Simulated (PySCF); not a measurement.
sulfur dioxide (O2S), SMILES O=S=O. Heavy atoms are numbered as in [O:1]=[S:2]=[O:3].

Coordinates come from a B3LYP-D3(BJ)/def2-TZVP optimisation.

All values below come from PBE/def2-TZVPD in PySCF.

ESP charges are fitted to the potential on shells at 1.4 to 2.0 van der Waals radii. Atomic charges (e), one atom of each kind:

```tsv
atom	meta-Löwdin	ESP fit
O1	[?]	-0.24
S2	[?]	0.48
```

### Question
Some entries are withheld; supply them. (The exact figures need the calculation; the answer reports its results.)

### Answer

- O1, meta-Löwdin: -0.64
- S2, meta-Löwdin: 1.28
